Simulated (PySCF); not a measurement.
Deuteron quadrupole couplings in silylphosphane

Species: silylphosphane, H5PSi.
Numbering: `[SiH3:1][PH2:2]` (hydrogens: H3, H4, H5 on Si1; H6, H7 on P2)

Geometry (PBE0-D3(BJ)/def2-TZVP, Å), atoms numbered from 1 in this order:
```xyz
7
H5PSi angstrom
Si    -0.7362    0.0560    0.0019
P      1.4223    0.2106   -0.6290
H     -1.4467   -0.7877   -0.9940
H     -0.9290   -0.5304    1.3542
H     -1.3201    1.4225   -0.0177
H      1.7284   -1.1197   -0.2360
H      1.8417    0.7644    0.6103
```

Level: PBE0/pcSseg-2 (PySCF, non-relativistic); Q(2H) = 0.00286 b; rigid geometry, the same for H and D, with no vibrational averaging.

Problem. Tabulate Vzz, the asymmetry η and χzz = 234.96 MHz × Q × Vzz for every hydrogen position.

Solution. 
```json
{"atom": "H3", "bonded to": "Si1", "bond length (Å)": "1.486", "Vzz (au)": "0.1391", "η": "0.01", "χzz (kHz)": "94"}
{"atom": "H4", "bonded to": "Si1", "bond length (Å)": "1.486", "Vzz (au)": "0.1387", "η": "0.00", "χzz (kHz)": "93"}
{"atom": "H5", "bonded to": "Si1", "bond length (Å)": "1.486", "Vzz (au)": "0.1391", "η": "0.01", "χzz (kHz)": "93"}
{"atom": "H6", "bonded to": "P2", "bond length (Å)": "1.421", "Vzz (au)": "0.1746", "η": "0.07", "χzz (kHz)": "117"}
{"atom": "H7", "bonded to": "P2", "bond length (Å)": "1.421", "Vzz (au)": "0.1745", "η": "0.07", "χzz (kHz)": "117"}
```

Problem. Average by the element that carries the hydrogen.

Solution. on Si: 93 kHz over 3 positions, mean bond length 1.486 Å; on P: 117 kHz over 2 positions, mean bond length 1.421 Å.

Problem. Give the 2H NMR doublet splittings at H6 for a magnetic field along the z, y and x axes of the gradient: 3χ/2, 3χ(1 + η)/4, 3χ(1 − η)/4.

Solution. With |χ| = 117.3 kHz and η = 0.070: 176, 94 and 82 kHz, to first order and without motion.

Isolated species at its PBE0-D3(BJ)/def2-TZVP geometry, gas phase.
